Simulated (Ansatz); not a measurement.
Fluorite SrCl₂, treated with HSE06 (PAW; Ansatz, an electronic-structure program).

Run with plane-wave cutoff 520 eV, 6×6×6 k mesh, finite displacements, scalar-relativistic PAW data made under PBE.

Computed at the level's own relaxed cell.

Harmonic phonon frequencies (cm⁻¹; i marks an imaginary mode; at Γ without the LO shift):

```json
[
 {"q point": "Γ", "frequencies": "0 0 0 132 132 132 176 176 176"},
 {"q point": "X", "frequencies": "67 79 79 94 94 149 184 184 207"},
 {"q point": "L", "frequencies": "67 67 124 151 151 152 152 166 174"}
]
```

No imaginary mode appears at these points.
